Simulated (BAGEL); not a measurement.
**C2H3FO (SMILES FC1CO1): HF/6-31G(d) (density fitting with qzvpp-jkfit, spherical functions)**

What is the energy change on altering one bond length of C2H3FO at HF/6-31G* (density fitting with qzvpp-jkfit, spherical functions)? 

Program for the calculation: BAGEL 1.2.2.

6 further runs of the same task are left out: 5 that didn't finish, 1 set aside as unsound or not needed.

## 1. Starting point

The species is C2H3FO (7 atoms), meant as a singlet with charge 0. As SMILES, `FC1CO1`. The coordinates come from a PBE0-D4/def2-TZVP relaxation.

Bond lengths: F1–C2 1.351 Å, C2–C3 1.449 Å, C2–O4 1.374 Å, C3–O4 1.439 Å, C2–H5 1.087 Å, C3–H6 1.086 Å, C3–H7 1.086 Å. Some angles: F1–C2–C3 118.9°, F1–C2–O4 115.5°, C3–C2–O4 61.2°, C2–C3–O4 56.8°, C2–O4–C3 62.0°, F1–C2–H5 110.6°, C3–C2–H5 124.3°, O4–C2–H5 117.4°, C2–C3–H6 120.8°, C2–C3–H7 118.0°.

## 2. A single-point energy at HF/6-31G(d) (density fitting with qzvpp-jkfit, spherical functions)

The input, hf.json:

```json
{ "bagel" : [

{
  "title" : "molecule",
  "basis" : "6-31gs.json",
  "df_basis" : "qzvpp-jkfit",
  "angstrom" : true,
  "geometry" : [
    { "atom" : "F", "xyz" : [   -1.230100,   -1.269700,   -0.057100 ] },
    { "atom" : "C", "xyz" : [   -0.627800,   -0.077500,   -0.262000 ] },
    { "atom" : "C", "xyz" : [    0.671400,    0.163600,    0.333400 ] },
    { "atom" : "O", "xyz" : [    0.484900,   -0.107900,   -1.067700 ] },
    { "atom" : "H", "xyz" : [   -1.366000,    0.696000,   -0.457000 ] },
    { "atom" : "H", "xyz" : [    0.995700,    1.172200,    0.572500 ] },
    { "atom" : "H", "xyz" : [    1.133100,   -0.644700,    0.892200 ] }
  ]
},
{
  "title" : "hf",
  "charge" : 0
},
{
  "title" : "print",
  "file" : "orbitals.molden",
  "orbitals" : true
}

]}
```

The basis set 6-31G* is read from a file made from the Basis Set Exchange's data (not shown).

Command:

```console
$ BAGEL_NUM_THREADS=1 BAGEL hf.json > hf.out
```

What it wrote:

```text
* using 1 threads per process

  ===============================================================
  ===============================================================

  *** Geometry ***

  { "atom" : "F", "xyz" : [     -2.324552,     -2.399385,     -0.107903 ] },
  { "atom" : "C", "xyz" : [     -1.186370,     -0.146454,     -0.495108 ] },
  { "atom" : "C", "xyz" : [      1.268762,      0.309159,      0.630035 ] },
  { "atom" : "O", "xyz" : [      0.916328,     -0.203901,     -2.017661 ] },
  { "atom" : "H", "xyz" : [     -2.581366,      1.315249,     -0.863605 ] },
  { "atom" : "H", "xyz" : [      1.881600,      2.215137,      1.081868 ] },
  { "atom" : "H", "xyz" : [      2.141249,     -1.218306,      1.686014 ] },

  Number of auxiliary basis functions:      358

  Since a DF basis is specified, we compute 2- and 3-index integrals:
    o Being stored without compression. Storage requirement is 0.011 GB

  Number of basis functions:       62
  Number of electrons      :       32

    * METHOD: MOLECULE                             0.10

  *** RHF ***

  === Nuclear Repulsion ===
   124.0947693022

      * DIIS with orbital gradients will be used.

  === RHF iteration (6-31gs.json) ===
      0       -251.54506137          0.02503407           0.02
      1       -251.65965836          0.01642745           0.02
      2       -251.72201482          0.00203678           0.02
      3       -251.72346916          0.00065041           0.02
      4       -251.72360141          0.00017319           0.02
      5       -251.72361741          0.00006068           0.02
      6       -251.72361923          0.00002526           0.02
      7       -251.72361960          0.00000459           0.02
      8       -251.72361961          0.00000228           0.02
      9       -251.72361961          0.00000071           0.02
     10       -251.72361961          0.00000025           0.02
     11       -251.72361961          0.00000011           0.02
     12       -251.72361961          0.00000003           0.02
     13       -251.72361961          0.00000001           0.02
     14       -251.72361961          0.00000000           0.02
    * SCF iteration converged.

    * Permanent dipole moment:
           (   -0.018716,    -0.721006,    -0.732838) a.u.

    * METHOD: HF                                   0.39

    * METHOD: PRINT                                0.01

  ===============================================================
```

It took 0.66 s on 1 thread of Arm Neoverse V2, shared host.

## 3. The distorted shape

The input, input.json:

```json
{ "bagel" : [

{
  "title" : "molecule",
  "basis" : "6-31gs.json",
  "df_basis" : "qzvpp-jkfit",
  "angstrom" : true,
  "geometry" : [
    { "atom" : "F", "xyz" : [      -1.711943,      -2.223467,       0.106821 ] },
    { "atom" : "C", "xyz" : [      -0.627800,      -0.077500,      -0.262000 ] },
    { "atom" : "C", "xyz" : [       0.671400,       0.163600,       0.333400 ] },
    { "atom" : "O", "xyz" : [       0.484900,      -0.107900,      -1.067700 ] },
    { "atom" : "H", "xyz" : [      -1.366000,       0.696000,      -0.457000 ] },
    { "atom" : "H", "xyz" : [       0.995700,       1.172200,       0.572500 ] },
    { "atom" : "H", "xyz" : [       1.133100,      -0.644700,       0.892200 ] }
  ]
},

{
  "title" : "hf"
},

{
  "title" : "print",
  "file" : "orbitals.molden",
  "orbitals" : true
}

]}
```

The basis set 6-31G* is read from a file made from the Basis Set Exchange's data (not shown).

Command:

```console
$ BAGEL_NUM_THREADS=1 BAGEL input.json > input.out
```

What it wrote:

```text
* using 1 threads per process

  ===============================================================
  ===============================================================

  *** Geometry ***

  { "atom" : "F", "xyz" : [     -3.235103,     -4.201744,      0.201862 ] },
  { "atom" : "C", "xyz" : [     -1.186370,     -0.146454,     -0.495108 ] },
  { "atom" : "C", "xyz" : [      1.268762,      0.309159,      0.630035 ] },
  { "atom" : "O", "xyz" : [      0.916328,     -0.203901,     -2.017661 ] },
  { "atom" : "H", "xyz" : [     -2.581366,      1.315249,     -0.863605 ] },
  { "atom" : "H", "xyz" : [      1.881600,      2.215137,      1.081868 ] },
  { "atom" : "H", "xyz" : [      2.141249,     -1.218306,      1.686014 ] },

  Number of auxiliary basis functions:      358

  Since a DF basis is specified, we compute 2- and 3-index integrals:
    o Being stored without compression. Storage requirement is 0.011 GB

  Number of basis functions:       62
  Number of electrons      :       32

    * METHOD: MOLECULE                             0.10

  *** RHF ***

  === Nuclear Repulsion ===
   104.9369094952

      * DIIS with orbital gradients will be used.

  === RHF iteration (6-31gs.json) ===
      0       -251.18533912          0.02936970           0.02
      1       -251.09817966          0.03600391           0.02
      2       -251.50798394          0.00512977           0.02
      3       -251.51632351          0.00266717           0.02
      4       -251.51854689          0.00056796           0.02
      5       -251.51875086          0.00025340           0.02
      6       -251.51879468          0.00010269           0.02
      7       -251.51880597          0.00004452           0.02
      8       -251.51880734          0.00002788           0.02
      9       -251.51880767          0.00000914           0.02
     10       -251.51880776          0.00000501           0.02
     11       -251.51880778          0.00000243           0.02
     12       -251.51880779          0.00000137           0.02
     13       -251.51880779          0.00000082           0.02
     14       -251.51880779          0.00000042           0.02
     15       -251.51880779          0.00000025           0.02
     16       -251.51880779          0.00000010           0.02
     17       -251.51880779          0.00000006           0.02
     18       -251.51880779          0.00000002           0.02
     19       -251.51880779          0.00000001           0.02
     20       -251.51880779          0.00000001           0.02
    * SCF iteration converged.

    * Permanent dipole moment:
           (   -1.312060,    -2.590583,    -0.434926) a.u.

    * METHOD: HF                                   0.53

    * METHOD: PRINT                                0.01

  ===============================================================
```

Wall time 0.81 s (1 thread of Arm Neoverse V2, shared host).

## 4. Summary of results

At HF/6-31G* (density fitting with qzvpp-jkfit, spherical functions):

| quantity | value |
| --- | --- |
| first shape: total energy | -251.72362 Eh |
| first shape: dipole moment | 2.61 D |
| first shape: HOMO energy | -12.51 eV |
| first shape: LUMO energy | 6.86 eV |
| first shape: HOMO–LUMO gap | 19.37 eV |
| distorted shape: total energy | -251.51881 Eh |
| distorted shape: dipole moment | 7.46 D |
| distorted shape: HOMO energy | -10.86 eV |
| distorted shape: LUMO energy | -0.13 eV |
| distorted shape: HOMO–LUMO gap | 10.74 eV |
| energy change with the F1–C2 bond stretched from 1.351 to 2.432 Å | 5.573 eV |

In words: With the F1–C2 bond stretched from 1.351 to 2.432 Å the energy rises by 5.57 eV (129 kcal/mol). The first shape isn't relaxed at this level, so the change isn't measured from a minimum. A restricted reference can't describe the breaking bond well at this length.
